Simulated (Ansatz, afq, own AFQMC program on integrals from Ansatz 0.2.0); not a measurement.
Integrals from Ansatz 0.2.0, then the random walk in our own AFQMC program (afq).

```yaml
crystal:
  periodic: [false, false, false]
  atoms:
    - {symbol: Ge, position_ang: [-0.048538, 0.000000, 1.132423]}
    - {symbol: Ge, position_ang: [0.048538, 0.000000, -1.132423]}
    - {symbol: H, position_ang: [0.475581, -1.257455, 1.849196]}
    - {symbol: H, position_ang: [0.475581, 1.257455, 1.849196]}
    - {symbol: H, position_ang: [-0.475581, -1.257455, -1.849196]}
    - {symbol: H, position_ang: [-0.475581, 1.257455, -1.849196]}
basis:
  gaussian: {orbitals: cc-pVTZ}
total_charge: 1
magnetization: {spin_polarized: true, initial_magnetization: 1}
correlation: {method: ccsd_t, electrons: outside_noble_gas, hamiltonian_folder: ham}
```

```sh
$ ansatz run in.yaml --threads 1 --pin off --events-out ev --progress --plain --max-ram 16896MiB --backend cuda --devices 0, --max-vram 18GiB
```

Options of the walk:

```
--method phaseless --trial hf --walkers 200 --populations 10 --least-time 40 --time-step 0.005 --steps-per-block 20 --equilibration-blocks 112 --max-blocks 4000 --target-error 0.001 --factor-cut 1e-05 --start spin_pure --seed 6293 --taylor-order 6
```

Times are imaginary, in 1/Eh. The walk had a cap of 76 s. With eight or more populations the least sampling time is a fifth of least-time, and the error comes from their spread. Filled inner d shells are frozen with the cores.

Log:

```
orbitals 114  electrons 6 5  factors 777 of 865
reference energy -4152.82915113 Eh
CCSD correlation -0.23108032 Eh in 12 cycles, weight of the determinant in the CISD state 0.8698
energy of the start -4152.829394 Eh
 block  time / (1/Eh)  mean weight  energy / Eh
     1     0.100  1.0025  -4152.875959
     2     0.200  1.0008  -4152.911118
     3     0.300  1.0013  -4152.936639
     4     0.400  1.0010  -4152.959114
     5     0.500  1.0010  -4152.975913
     8     0.800  1.0000  -4153.004940
    21     2.100  1.0009  -4153.051363
    81     8.100  0.9985  -4153.076901
   141    14.100  0.9992  -4153.061557
   201    20.100  0.9979  -4153.072863
   261    26.100  0.9999  -4153.081254
   301    30.100  0.9993  -4153.057134
   321    32.100  1.0023  -4153.062953
   381    38.100  0.9998  -4153.072172
   441    44.100  0.9986  -4153.067158
   501    50.100  0.9972  -4153.080372
   561    56.100  1.0010  -4153.082122
   621    62.100  0.9992  -4153.070843
   681    68.100  0.9992  -4153.062749
   721    72.100  1.0021  -4153.098436
   741    74.100  1.0008  -4153.068583
   801    80.100  0.9991  -4153.062099
   821    82.100  1.0009  -4153.059143
error from the spread of 10 populations
energy -4153.068873 +/- 0.000984 Eh
(rows thinned)
```

The run passed its tests (sampling time, drift between the halves within three errors, error under three times the target), which doesn't prove that it has relaxed.

Against this walk (error 26.8 meV) on the same determinant: CCSD(T) 36.9 meV higher (within the noise), a separate phaseless walk with a CISD trial and standard settings 6.2 ± 27.3 meV higher (within the noise). The error is statistical and leaves out the bias of the constraint. None of these is a sure reference here.

Cautions: constraint bias not in the error; no relativity below Rb; no spin-orbit coupling; inner d shell frozen; so few walkers bias the energy.

The walk took 67 s on 1 × NVIDIA H100 80GB HBM3 with 2 threads of AMD EPYC 7R13 Processor (Zen 3), on a shared host (the card was shared). The log's last line is the phaseless energy.

A walk keeps the symmetry of its determinant, which the program's search chose and which needn't be the lowest solution, so a lower state of the same spin and another symmetry isn't excluded.
